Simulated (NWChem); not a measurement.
**Polarisability of Li$_{2}$**

```
Li
Li 1 2.7871
```
Charge 0, spin multiplicity 1.

The numbers come from NWChem runs, not from measurements. All single points use one geometry, from PBE0/def2-SVP, a minimum by its harmonic frequencies.

Basis set: def2-SVPD. Static limit.

The correlated methods freeze no orbitals. B3LYP has NWChem's definition, with VWN1-RPA local correlation. The structure started from a generated list of species. Coupled-cluster values serve here as a point of comparison, not as the truth.

| method | isotropic polarisability (bohr³) |
|---|---|
| PBE0 | 213.07 |
| PBE | 213.04 |
| HF | (withheld) |
| CCSD linear response | 239.75 |
| B3LYP | (withheld) |

Task: Complete the blanks.

Result: 
- HF, isotropic polarisability (bohr³): 219.49
- B3LYP, isotropic polarisability (bohr³): 205.80
